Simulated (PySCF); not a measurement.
# Diatomic cations of H with the third period

MP2 with double-zeta basis sets in PySCF, for the lowest determinant that a PBE0 search found; no spin–orbit coupling. De refers to high-spin ground-configuration atoms (the charge goes to the atom of lower measured ionisation energy or higher electron affinity, which is not always the lowest computed limit).

| M | basis | reference, frozen orbitals | charged atom | state (unpaired electrons) | Re (Å) | ωe (cm⁻¹) | De (eV) |
| --- | --- | --- | --- | --- | --- | --- | --- |
| Na | pcseg-1 | UHF, 1 | Na+ | doublet (σ ↑) | 3.036 | 150 | 0.01 |
| Mg | def2-SVP | RHF, 1 | Mg+ | singlet (closed shell) | 1.656 | 1733 | 1.60 |
| Al | x2c-SVPall | UHF, 5 | Al+ | doublet (σ ↑) | 1.588 | 1856 | 0.67 |
| Si | jorge-DZP-DKH | RHF, 5 | Si+ | singlet (closed shell) | 1.512 | 2203 | 2.95 |
| P | cc-pV(D+d)Z/cc-pVDZ | UHF, 5 | P+ | doublet (π ↑) | 1.427 | 2477 | 3.02 |
| S | def2-SVP | UHF, 5 | S+ | triplet (π ↑↑) | 1.365 | 2669 | 3.16 |
| Cl | def2-SVP | UHF, 5 | Cl+ | doublet (π ↑) | 1.316 | 2809 | 4.35 |

**Question.** By what factor does the bond length vary along the series?

**Answer.** At MP2 it runs from 1.316 Å (HCl⁺) to 3.036 Å (NaH⁺), a factor of 2.31.

The rows differ in basis set, which adds steps of its own.

The state changes along the series, so neighbouring rows are not always alike in their bonding.

Correlated steps freeze the inner cores (1 to 5 orbitals); shallow outer-core shells are correlated. Weak bonds: NaH⁺. Basis-set superposition, not corrected here, can be much of De in a small basis, most of all at correlated wavefunction levels. For an ion De counts to the pair picked by the measured ionisation energies or electron affinities, which need not be the lowest pair at this level. Where the molecule has an RHF reference, its open-shell atoms are computed with UHF. States were picked by a PBE0 search and need not be the measured ground states.
